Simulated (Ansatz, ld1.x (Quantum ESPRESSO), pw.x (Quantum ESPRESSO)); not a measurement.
From atom to crystal: ultrasoft potential for chromium (Cr)

| Item | Value |
| --- | --- |
| Element | chromium |
| Generator | ld1.x (Quantum ESPRESSO) 7.5 |
| Type | ultrasoft |
| Functional | PBEsol |
| Relativity | scalar-relativistic |
| Frozen core | [Ar] |
| Valence charge | 6 |
| Reference configuration | 3d5 4s1 4p0 |
| Partial waves | 4s (bound): rcut 2.30, rcutus 2.50 bohr; 4s channel at 0.55 Ry: rcut 2.30, rcutus 2.50 bohr; 4p (bound, empty): rcut 2.90, rcutus 3.90 bohr; 4p channel at 0.5 Ry: rcut 2.90, rcutus 3.90 bohr; 3d (bound): rcut 1.45, rcutus 1.80 bohr; 3d channel at 0.7 Ry: rcut 1.45, rcutus 1.80 bohr |
| Local potential | all-electron potential smoothed inside 2.55 bohr (lloc = -1) |
| Core correction | Bessel-smoothed model core inside 1.10 bohr |
| Augmentation charge | PSQ, inside the norm-conserving radii |

Crystal test: diamond Cr in pw.x 7.5, no spin, 9³ k-points, Fermi–Dirac smearing 0.01 Ry, cutoffs 60/480 Ry. The reference is all-electron LAPW (Ansatz 0.2.0) with the same functional, mesh and smearing; V0 and B0 come from Birch–Murnaghan fits to the pressures at five volumes. Errors are pseudo minus all-electron; Δ is the rms difference of the E(V) curves that follow from these fits, minima aligned, over ±6 % about the mean V0. Mesh and smearing are coarse, so the numbers serve the comparison and aren't converged zero-temperature values; the lattice is a test structure that the element need not adopt. Spin polarisation and strong correlation are left out, which matters for this element.

All-electron: a0 = 5.017 Å (V0 = 15.78 Å³/atom), B0 = 112.4 GPa.

**Question.** How far does the potential miss the all-electron equation of state?

**Answer.** mean pressure error (GPa): -1.13; a0 (Å): 5.000; a0 error (%): -0.34; B0 error (%): -2.8; Δ (meV/atom): 4.0. The largest radius (3.90 bohr) exceeds half the bond length (2.05 bohr), so the spheres overlap, which is one possible source of error among others. Atomic configuration tests: 1 of 7 tests not solved or not reliable.

```
V (Å³/atom)  P all-electron (GPa)  P pseudo (GPa)
     14.994                  6.37            4.83
     15.388                  3.00            1.72
     15.783                  0.01           -1.07
     16.178                 -2.64           -3.57
     16.572                 -4.99           -5.81
```

**Question.** At the middle volume, how do free energy and pressure move when the wave cutoff is lowered (ecutrho held at 480 Ry)?

**Answer.**

```
cutoff (Ry)  shift of F (meV/atom)  shift of P (GPa)
         27                 +204.8            -15.03
         36                  +35.7             +0.39
         48                   +7.1             -0.57
```

Input at the middle volume:

```
&control
  calculation='scf', prefix='x', pseudo_dir='./', outdir='./tmp', tstress=.true., disk_io='none'
/
&system
  ibrav=0, nat=2, ntyp=1, ecutwfc=60, ecutrho=480, nbnd=14,
  occupations='smearing', smearing='fd', degauss=0.01
/
&electrons
  conv_thr=1e-09, mixing_beta=0.4, electron_maxstep=70
/
ATOMIC_SPECIES
Cr 1.0 Cr.UPF
CELL_PARAMETERS angstrom
  0.00000000 2.50839842 2.50839842
  2.50839842 0.00000000 2.50839842
  2.50839842 2.50839842 0.00000000
ATOMIC_POSITIONS crystal
Cr 0.0000 0.0000 0.0000
Cr 0.2500 0.2500 0.2500
K_POINTS automatic
9 9 9 0 0 0
```

```bash
pw.x < Cr.scf.in > Cr.scf.out
```

Lines of the output:

```
Message from routine setup:
     using ibrav=0 with symmetry is DISCOURAGED, use correct ibrav instead
     lattice parameter (alat)  =       6.7036  a.u.
     unit-cell volume          =     213.0179 (a.u.)^3
     number of electrons       =        12.00
     number of Kohn-Sham states=           14
     kinetic-energy cutoff     =      60.0000  Ry
     charge density cutoff     =     480.0000  Ry
     scf convergence threshold =      1.0E-09
     Exchange-correlation= PBESOL
     number of k points=    35  Fermi-Dirac smearing, width (Ry)=  0.0100
     iteration #  1     ecut=    60.00 Ry     beta= 0.40
     total energy              =     -78.11070106 Ry
     estimated scf accuracy    <       0.29100215 Ry
     iteration #  2     ecut=    60.00 Ry     beta= 0.40
     total energy              =     -78.17899036 Ry
     estimated scf accuracy    <       0.02900859 Ry
     iteration #  3     ecut=    60.00 Ry     beta= 0.40
     total energy              =     -78.18220816 Ry
     estimated scf accuracy    <       0.00346316 Ry
     iteration #  4     ecut=    60.00 Ry     beta= 0.40
     total energy              =     -78.18232172 Ry
     estimated scf accuracy    <       0.00004879 Ry
     iteration #  5     ecut=    60.00 Ry     beta= 0.40
     total energy              =     -78.18233406 Ry
     estimated scf accuracy    <       0.00001399 Ry
     iteration #  6     ecut=    60.00 Ry     beta= 0.40
     total energy              =     -78.18233665 Ry
     estimated scf accuracy    <       0.00000011 Ry
     iteration #  7     ecut=    60.00 Ry     beta= 0.40
     total energy              =     -78.18233667 Ry
     estimated scf accuracy    <          3.9E-09 Ry
     iteration #  8     ecut=    60.00 Ry     beta= 0.40
     the Fermi energy is     8.2783 ev
!    total energy              =     -78.18233667 Ry
     estimated scf accuracy    <          9.1E-11 Ry
     smearing contrib. (-TS)   =      -0.01699109 Ry
     The total energy is F=E-TS. E is the sum of the following terms:
     one-electron contribution =       7.99200318 Ry
     hartree contribution      =       8.31511224 Ry
     xc contribution           =     -53.56167637 Ry
     ewald contribution        =     -40.91078463 Ry
     convergence has been achieved in   8 iterations
          total   stress  (Ry/bohr**3)                   (kbar)     P=      -10.74
     Message from routine punch:
     Nothing written, as per user request (disk_io='none')
```

The run at the middle volume (35 k-points, 8 iterations) took about 16 s on one core of a shared host (Neoverse-V1, 32 threads, 247 GiB, load 31).
